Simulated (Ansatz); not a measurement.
C3H7FO, SMILES `COCCF`. The species carries charge 0 and has multiplicity 1. The geometry is a stationary point of PBE0-D4/def2-TZVP. It is one conformer, not always the lowest.

```xyz
12

C     0.931   -1.509    0.652
O    -0.082   -0.541    0.675
C     0.007    0.355   -0.396
C    -1.129    1.339   -0.254
F    -1.076    2.241   -1.298
H     1.927   -1.050    0.716
H     0.886   -2.115   -0.263
H     0.784   -2.159    1.515
H     0.967    0.892   -0.387
H    -0.074   -0.168   -1.361
H    -1.048    1.890    0.687
H    -2.093    0.824   -0.287
```

**Question.** What is the dipole moment at B3LYP/def2-TZVPP? (An estimate is asked.)

**Answer.** Ansatz gave: 1.77 D, with components (0.95, -1.40, 0.52) D in this frame, pointing from negative to positive charge.

**Question.** And with PBE, r2SCAN, ωB97M-V? (Best estimate.)

**Answer.** The calculation gave: PBE 1.64 D, r2SCAN 1.71 D, ωB97M-V 1.76 D.

**Question.** Give the Mulliken charges with B3LYP, ωB97M-V, PBE in def2-TZVPP. (An estimate is asked.)

**Answer.** Ansatz gave: 
```json
{"atom": "C1", "B3LYP": "-0.12", "ωB97M-V": "-0.18", "PBE": "-0.14"}
{"atom": "O2", "B3LYP": "-0.33", "ωB97M-V": "-0.31", "PBE": "-0.26"}
{"atom": "C3", "B3LYP": "0.04", "ωB97M-V": "-0.02", "PBE": "0.00"}
{"atom": "C4", "B3LYP": "0.09", "ωB97M-V": "0.04", "PBE": "0.06"}
{"atom": "F5", "B3LYP": "-0.25", "ωB97M-V": "-0.24", "PBE": "-0.21"}
{"atom": "H6", "B3LYP": "0.08", "ωB97M-V": "0.10", "PBE": "0.08"}
{"atom": "H7", "B3LYP": "0.08", "ωB97M-V": "0.10", "PBE": "0.08"}
{"atom": "H8", "B3LYP": "0.12", "ωB97M-V": "0.13", "PBE": "0.11"}
{"atom": "H9", "B3LYP": "0.07", "ωB97M-V": "0.09", "PBE": "0.06"}
{"atom": "H10", "B3LYP": "0.07", "ωB97M-V": "0.09", "PBE": "0.06"}
{"atom": "H11", "B3LYP": "0.08", "ωB97M-V": "0.10", "PBE": "0.07"}
{"atom": "H12", "B3LYP": "0.08", "ωB97M-V": "0.10", "PBE": "0.07"}
```

B3LYP here is the variant with VWN-RPA as its local correlation; programs differ in this.
